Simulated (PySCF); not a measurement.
**Calculated NMR parameters of (CH3)3CCH2F**

| Quantity | Value |
| --- | --- |
| Formula | C5H11F |
| SMILES | CC(C)(C)CF |
| InChI | InChI=1S/C5H11F/c1-5(2,3)4-6/h4H2,1-3H3 |
| Point group of the computed structure | Cs |
| Degrees of unsaturation | 0 |
| Carbon signals | 3 |
| Proton signals | 2 |

Atom-mapped SMILES (the numbers label the heavy atoms): `[CH3:1][C:2]([CH3:3])([CH3:4])[CH2:5][F:6]` (H(Xn): hydrogen on atom n).

[PySCF 2.14.0 with density-fitted response routines: PBE0-D3(BJ)/def2-SVP structure; couplings computed with B3LYP/pcJ-1 (spin–dipole term only in couplings to heteroatoms); shieldings: GIAO PBE0/pcSseg-1; non-relativistic Hamiltonian; isolated molecule; fast rotation and ring inversion assumed for equivalent nuclei; a single conformation]

Shifts are taken against calculated references (same method and geometry level): TMS for 1H and 13C; CFCl3 for 19F.

| carbon | δC, type | δH (multiplicity, J in Hz) | HMBC from (abs. J ≥ 3 Hz) | span of the C tensor (ppm) |
| --- | --- | --- | --- | --- |
| C1/C3/C4 | 26.7, CH3 | 0.91 (d, 1.9) | H(C5), H(C1)/H(C3)/H(C4) | 49 |
| C2 | 32.2, C | – | H(C1)/H(C3)/H(C4) | 11 |
| C5 | 93.3, CH2 | 4.00 (d, 55.1) | H(C1)/H(C3)/H(C4) | 77 |

Other nuclei:
```csv
atoms,nucleus,environment,δ (ppm),σ (ppm)
F6,19F,fluorine on an sp3 carbon,-244.2,421.4
```

Selected couplings (Hz, signed; the shortest-range and largest first, 30 at most; isotopes 13C, 19F, 1H): 1J(C5,F6) -238.8, 1J(C5,H(C5)) 152.8, 1J(C1,H(C1)) 132.7, 1J(C2,C5) 38.2, 1J(C1,C2) 36.3, 2J(F6,H(C5)) 55.1, 2J(C2,F6) 16.8, 2J(C1,C5) 1.5, 3J(C1,F6) 3.8, 4J(F6,H(C1)) 1.9.

1. Carbon types of the structure: 1 × C, 1 × CH2, 3 × CH3, which accounts for all hydrogens.
2. δC 93.3: sp3 CH2 bonded to F; deshielded by the electronegative neighbour.
3. δC 32.2: quaternary sp3 carbon; a saturated carbon with 4 carbon neighbours and no heteroatom attached.
4. δC 26.7: methyl carbon; saturated and bonded to C and H only.
5. δH 4.00: hydrogen on an sp3 CH2 bonded to F; its carbon carries F, which withdraws density.
6. δH 0.91: hydrogen on a methyl carbon; far from electronegative atoms and π systems.

Common functionals overestimate the size of one-bond C–F couplings by tens of Hz; these are unscaled. Splittings below 1 Hz are ignored in the labels, and close J values are merged. Shifts are as computed. Against solution values, carbons near 30 ppm lie about +2 ppm off and those near 130 ppm about +5 ppm. Of 1211 compounds with measured shifts, 218 miss one by over three times the rms of a fit or turn the order of signals round; such compounds aren't used in these exercises. Unscaled 19F shifts against computed CFCl3 carry errors that often reach 10 to 50 ppm.
